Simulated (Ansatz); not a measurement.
Species: SiH2, charge 0, multiplicity 1. 
Coordinates optimised at B3LYP-D3(BJ)/def2-TZVP (Ansatz, an electronic-structure program):
```xyz
3

Si     0.0052     0.0009     0.1327
H     -0.0342     1.0849    -0.9366
H     -0.0389    -1.0973    -0.9218
```

Wanted: vertical electron affinity (to the doublet state of charge -1; a negative value means that the extra electron is unbound and the number depends on the basis; each state is the SCF solution reached for its spin; for the singlet the Hartree-Fock reference is unstable and T1 is 0.015), in eV. Valence correlation only, unless marked. UHF or UKS for open shells. Spin-orbit coupling is left out. No relativistic terms. Anions need diffuse functions: aug- sets have them; def2-D sets add few. Basis-set limits of correlation are two-point, X^-3; Hartree-Fock from the larger set.

| level | program | vertical electron affinity (eV) |
|---|---|---|
| HF/aug-cc-pV(Q+d)Z | Ansatz | 0.58 |

Q: Estimate the value at CCSD(T)/CBS(aug-cc-pV(T+d)Z,aug-cc-pV(Q+d)Z) as computed with Ansatz.

A: 1.06 eV
